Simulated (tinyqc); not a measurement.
Hueckel theory of the pi electrons, for the molecule C=CN=C[CH2+] (SMILES; centres numbered as the heavy atoms are written), step by step. Computed by tinyqc, a small Python program that keeps every step. Settings: charge = 1. Command: `OMP_NUM_THREADS=1 python tinyqc.py 27666 27667 out.jsonl` (the two numbers bound the seeds that draw the settings). One thread of a shared host (Intel(R) Xeon(R) Processor @ 2.60GHz), about 0.01 s of CPU time with the checks.

## The Hueckel matrix

Centres:
```
centre  z_r, pi electrons of the neutral centre       h
1C                                            1  0.0000
2C                                            1  0.0000
3N                                            1  0.4800
4C                                            1  0.0000
5C                                            1  0.0000
```

Bonds:
```
i  j  k
1  2  1
2  3  1
3  4  1
4  5  1
```

H_rr = alpha + h_r beta, H_rs = k_rs beta for bonded centres.

Hueckel matrix in units of beta (H = alpha + beta A), order 1C, 2C, 3N, 4C, 5C:
```
[[0.0000, 1.0000, 0.0000, 0.0000, 0.0000],
 [1.0000, 0.0000, 1.0000, 0.0000, 0.0000],
 [0.0000, 1.0000, 0.4800, 1.0000, 0.0000],
 [0.0000, 0.0000, 1.0000, 0.0000, 1.0000],
 [0.0000, 0.0000, 0.0000, 1.0000, 0.0000]]
```

## Orbitals

pi electrons, sum of z_r less the charge = 4

Diagonalise; E = alpha + x beta with beta < 0, so the largest x are filled first; degenerate levels share their electrons. P = sum n_i c_ri c_si; each orbital has its largest coefficient positive (the first on a tie).

x values: [1.9154, 1.0000, 0.1573, -1.0000, -1.5927]

occupations: [2.0000, 2.0000, 0.0000, 0.0000, 0.0000]

coefficients, order 1C, 2C, 3N, 4C, 5C:
```
[[0.2465, 0.5000, 0.5773, 0.5000, -0.3255],
 [0.4721, 0.5000, 0.0908, -0.5000, 0.5185],
 [0.6578, 0.0000, -0.5630, 0.0000, -0.5003],
 [0.4721, -0.5000, 0.0908, 0.5000, 0.5185],
 [0.2465, -0.5000, 0.5773, -0.5000, -0.3255]]
```

charge and bond-order matrix P, order 1C, 2C, 3N, 4C, 5C:
```
[[0.6215, 0.7327, 0.3243, -0.2673, -0.3785],
 [0.7327, 0.9458, 0.6211, -0.0542, -0.2673],
 [0.3243, 0.6211, 0.8654, 0.6211, 0.3243],
 [-0.2673, -0.0542, 0.6211, 0.9458, 0.7327],
 [-0.3785, -0.2673, 0.3243, 0.7327, 0.6215]]
```

## Energy, charges, bond orders

E = sum n x; q_r = z_r - P_rr; bond order p = P_rs; free valence = sqrt(3) - sum of p over the bonds of the atom.

pi energy = 4 alpha + this times beta = 5.8308

pi charges: [0.3785, 0.0542, 0.1346, 0.0542, 0.3785]

Bond orders and lengths from R = 1.517 - 0.180 p (angstrom, C-C alone):
```
bond       p       R
1-2   0.7327  1.3851
2-3   0.6211       -
3-4   0.6211       -
4-5   0.7327  1.3851
```

free valence of the carbons: [0.9993, 0.3782, 0.3782, 0.9993]

gap between the highest filled and the next level = 0.8427 |beta|
